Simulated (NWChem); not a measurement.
System: acetylene (C₂H₂); SMILES C#C

Parts of the log:

```
             Northwest Computational Chemistry Package (NWChem) 7.3.0
             --------------------------------------------------------

                             Geometry "geometry" -> ""
                             -------------------------

 Output coordinates in angstroms (scale by  1.889725989 to convert to a.u.)

  No.       Tag          Charge          X              Y              Z
 ---- ---------------- ---------- -------------- -------------- --------------
    1 C                    6.0000     0.00000000     0.00000000    -0.60257100
    2 C                    6.0000     0.00000000     0.00000000     0.60257100
    3 H                    1.0000     0.00000000     0.00000000    -1.66903500
    4 H                    1.0000     0.00000000     0.00000000     1.66903500

 Effective nuclear repulsion energy (a.u.)      24.7159203009

                                 NWChem DFT Module
                                 -----------------

 Summary of "ao basis" -> "ao basis" (spherical)
 ------------------------------------------------------------------------------
       Tag                 Description            Shells   Functions and Types
 ---------------- ------------------------------  ------  ---------------------
 C                          def2-svp                 6       14   3s2p1d
 H                          def2-svp                 3        5   2s1p

            General Information
            -------------------
          SCF calculation type: DFT
          Wavefunction type:  closed shell.
          No. of atoms     :     4
          No. of electrons :    14
           Alpha electrons :     7
            Beta electrons :     7
          Charge           :     0
          Spin multiplicity:     1
          Use of symmetry is: off; symmetry adaption is: off
          Maximum number of iterations: 150
          AO basis - number of functions:    38
                     number of shells:    18
          Convergence on energy requested:  1.00D-06
          Convergence on density requested:  1.00D-05
          Convergence on gradient requested:  5.00D-04

              XC Information
              --------------
                         B3LYP Method XC Potential
                     Hartree-Fock (Exact) Exchange  0.200
                        Slater Exchange Functional  0.800 local
                    Becke 1988 Exchange Functional  0.720 non-local
              Lee-Yang-Parr Correlation Functional  0.810
                  VWN I RPA Correlation Functional  0.190 local

             Grid Information
             ----------------
          Grid used for XC integration:  medium
          Radial quadrature: Mura-Knowles
          Angular quadrature: Lebedev.
          Tag              B.-S. Rad. Rad. Pts. Rad. Cut. Ang. Pts.
          ---              ---------- --------- --------- ---------
          C                   0.70       49           8.0       434
          H                   0.35       45          10.0       434
          Grid pruning is: on
          Number of quadrature shells:   188
          Spatial weights used:  Erf1

      Superposition of Atomic Density Guess
      -------------------------------------

 Sum of atomic energies:         -76.24817908

      Non-variational initial energy
      ------------------------------

 Total energy =     -77.099621
 1-e energy   =    -149.794817
 2-e energy   =      47.979275
 HOMO         =      -0.365950
 LUMO         =       0.057448

     ---------------------------------------------
      Total Density - Mulliken Population Analysis
     ---------------------------------------------

    Atom       Charge   Shell Charges
 -----------   ------   -------------------------------------------------------
    1 C    6     6.13   1.99  0.97  0.47  1.93  0.74  0.03
    2 C    6     6.13   1.99  0.97  0.47  1.93  0.74  0.03
    3 H    1     0.87   0.63  0.21  0.03
    4 H    1     0.87   0.63  0.21  0.03

   convergence    iter        energy       DeltaE   RMS-Dens  Diis-err
 ---------------- ----- ----------------- --------- --------- ---------
 d= 0,ls=0.0,diis     1    -77.2498698039 -1.02D+02  1.12D-02  1.80D-01
 d= 0,ls=0.0,diis     2    -77.2710143619 -2.11D-02  3.02D-03  1.16D-02
 d= 0,ls=0.0,diis     3    -77.2722879918 -1.27D-03  9.38D-04  1.88D-03
 d= 0,ls=0.0,diis     4    -77.2725354600 -2.47D-04  1.83D-04  8.73D-05
 d= 0,ls=0.0,diis     5    -77.2725493001 -1.38D-05  7.90D-06  1.08D-07
 d= 0,ls=0.0,diis     6    -77.2725493158 -1.57D-08  7.99D-07  7.57D-10

         Total DFT energy =      -77.272549315822
      One electron energy =     -151.720961040974
           Coulomb energy =       61.214446473508
    Exchange-Corr. energy =      -11.481955049217
 Nuclear repulsion energy =       24.715920300861

 Numeric. integr. density =       13.999999147746

                       DFT Final Molecular Orbital Analysis
                       ------------------------------------

 Vector    5  Occ=2.000000D+00  E=-4.975480D-01
              MO Center= -1.5D-10,  1.9D-10, -7.9D-06, r^2= 2.0D+00
   Bfn.  Coefficient  Atom+Function         Bfn.  Coefficient  Atom+Function
  ----- ------------  ---------------      ----- ------------  ---------------
     6      0.385777  1 C  pz                20     -0.385776  2 C  pz
    29     -0.297356  3 H  s                 34     -0.297354  4 H  s
    30     -0.129242  3 H  s                 35     -0.129242  4 H  s
     9      0.043673  1 C  pz                23     -0.043674  2 C  pz

 Vector    6  Occ=2.000000D+00  E=-2.935150D-01
              MO Center=  2.0D-08, -2.2D-08,  8.1D-07, r^2= 1.3D+00
   Bfn.  Coefficient  Atom+Function         Bfn.  Coefficient  Atom+Function
  ----- ------------  ---------------      ----- ------------  ---------------
     5     -0.315979  1 C  py                19     -0.315979  2 C  py
     4      0.288925  1 C  px                18      0.288926  2 C  px
     8     -0.181901  1 C  py                22     -0.181902  2 C  py
     7      0.166327  1 C  px                21      0.166327  2 C  px

 Vector    7  Occ=2.000000D+00  E=-2.935150D-01
              MO Center= -1.8D-11, -7.4D-11,  8.1D-07, r^2= 1.3D+00
   Bfn.  Coefficient  Atom+Function         Bfn.  Coefficient  Atom+Function
  ----- ------------  ---------------      ----- ------------  ---------------
     4      0.315979  1 C  px                18      0.315979  2 C  px
     5      0.288925  1 C  py                19      0.288926  2 C  py
     7      0.181901  1 C  px                21      0.181902  2 C  px
     8      0.166327  1 C  py                22      0.166327  2 C  py

 Vector    8  Occ=0.000000D+00  E= 3.628603D-02
              MO Center= -6.6D-10,  7.1D-10, -7.9D-07, r^2= 2.0D+00
   Bfn.  Coefficient  Atom+Function         Bfn.  Coefficient  Atom+Function
  ----- ------------  ---------------      ----- ------------  ---------------
     8     -0.535711  1 C  py                22      0.535711  2 C  py
     7      0.490454  1 C  px                21     -0.490453  2 C  px
     5     -0.307769  1 C  py                19      0.307768  2 C  py
     4      0.281768  1 C  px                18     -0.281768  2 C  px

 Vector    9  Occ=0.000000D+00  E= 3.628603D-02
              MO Center=  2.8D-10,  2.4D-10, -7.9D-07, r^2= 2.0D+00
   Bfn.  Coefficient  Atom+Function         Bfn.  Coefficient  Atom+Function
  ----- ------------  ---------------      ----- ------------  ---------------
     7      0.535711  1 C  px                21     -0.535711  2 C  px
     8      0.490454  1 C  py                22     -0.490453  2 C  py
     4      0.307769  1 C  px                18     -0.307768  2 C  px
     5      0.281768  1 C  py                19     -0.281768  2 C  py

 Vector   10  Occ=0.000000D+00  E= 8.126982D-02
              MO Center= -1.7D-09,  1.7D-09,  2.1D-05, r^2= 6.5D+00
   Bfn.  Coefficient  Atom+Function         Bfn.  Coefficient  Atom+Function
  ----- ------------  ---------------      ----- ------------  ---------------
    30      1.656143  3 H  s                 35     -1.656159  4 H  s
     9      1.259598  1 C  pz                23      1.259605  2 C  pz
     2     -0.221883  1 C  s                 16      0.221885  2 C  s
    29      0.149781  3 H  s                 34     -0.149781  4 H  s
     1      0.115513  1 C  s                 15     -0.115513  2 C  s

[...]

                     NWChem Electrostatic Potential Fit Module
                     -----------------------------------------

 Atom parameters

 Number of atoms is                                    4
 Number of basis functions is                         38

 Grid parameters

 Maximum number of grid points is                  22637
 Number of grid points is                          22636
 Grid range                                     0.300000 nm
 Grid spacing                                   0.020000 nm
 Probe radius                                   0.070000 nm
 Atom radius factor                             1.000000

 Atomic radii

    1    0.100000
    6    0.147000
 FASTESP  F
  using M.O. file = ./job.movecs

    Atom              Coordinates                           Charge

                                                  ESP

    1 C     0.000000    0.000000   -0.060257   -0.248021
    2 C     0.000000    0.000000    0.060257   -0.243077
    3 H     0.000000    0.000000   -0.166904    0.246584
    4 H     0.000000    0.000000    0.166904    0.244513
                                            ------------
                                                0.000000

 Dipole moment                                  0.000903

 Quadrupole moment Qxx                         -4.248565
                   Qyy                         -4.248565
                   Qzz                          8.497129

 RMS deviation kJ/mol                           0.070806

 RRMS %                                        28.515718
```

Level: B3LYP/def2-SVP. All runs use the structure optimised with B3LYP/6-31G* (spherical d).

**Question.** Reconstruct the input file.

**Answer.** One answer among several that fit: the input that was run:
```
start job
memory heap 200 mb stack 900 mb global 1100 mb
geometry units angstroms noautosym nocenter noautoz
  C      0.000000     0.000000    -0.602571
  C      0.000000     0.000000     0.602571
  H      0.000000     0.000000    -1.669035
  H      0.000000     0.000000     1.669035
end
basis spherical
  * library def2-svp
end
dft
  xc b3lyp
  iterations 150
  mulliken
end
task dft energy
esp
  recalculate
  probe 0.07
  range 0.3
  factor 1.0
  spacing 0.02
end
task esp
```
